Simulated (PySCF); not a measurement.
# Towards the basis-set limit for HF+

One table from this session's results is given with a row withheld; the runs are named, their logs left out.

Method: CCSD(T) on ROHF, no relativity in the base curves; scalar relativity is added as a correction; program: PySCF 2.14.0.

1 further run of the same task is left out (set aside as unsound or not needed).

The first run:

```
molecule             : HF+
state                : doublet, unpaired electrons π ↑
smaller basis        : H aug-cc-pVTZ, F aug-cc-pVTZ
larger basis         : H aug-cc-pVQZ, F aug-cc-pVQZ
frozen core orbitals : 1
extrapolation        : correlation as n⁻³ (n = 3, 4), Hartree–Fock as (n+1)·exp(−9√n)
corrections          : core–valence correlation, scalar relativity
distances (Å)        : 0.8928, 0.9333, 0.9739, 1.0145, 1.0551, 1.1058, 1.1565
masses (u)           : 1.0078, 18.9984
dissociation limit   : H+ + F
```

Run with:

```console
$ OMP_NUM_THREADS=4 python comp.py task.json out
```

Steps of the session up to this table: Coupled cluster at each distance.

One of the session's tables, all rows but one given; the rest of the session is left out.

Parts of the energy along the bond, in eV from H+ + F:

| R (Å) | HF/CBS | CCSD corr. | (T) | core–valence | relativity |
| --- | --- | --- | --- | --- | --- |
| 0.8928 | -3.387 | 0.006 | 0.0113 | 0.0016 | -0.0023 |
| 0.9333 | -3.522 | -0.023 | 0.0075 | 0.0025 | -0.0022 |
| 0.9739 | ? | ? | ? | ? | ? |
| 1.0145 | -3.546 | -0.078 | -0.0001 | 0.0038 | -0.0023 |
| 1.0551 | -3.476 | -0.103 | -0.0039 | 0.0043 | -0.0023 |
| 1.1058 | -3.340 | -0.132 | -0.0087 | 0.0048 | -0.0024 |
| 1.1565 | -3.169 | -0.157 | -0.0133 | 0.0051 | -0.0026 |

**Question.** Estimate the row for R (Å) = 0.9739.

Worked estimate for «HF/CBS». A straight line through the neighbours (0.9333, -3.522) and (1.0145, -3.546) gives -3.522 + (-3.546 + 3.522) × (0.9739 − 0.9333) / (1.0145 − 0.9333) = -3.534; a parabola fitted to 4 rows on both sides gives -3.568.

The run gave: HF/CBS: -3.568; CCSD corr.: -0.052; (T): 0.0037; core–valence: 0.0032; relativity: -0.0022. In «HF/CBS» the line misses by +0.034 and the parabola by 0.000.

Limits of these values: Spin–orbit coupling and excitations beyond (T) are left out.
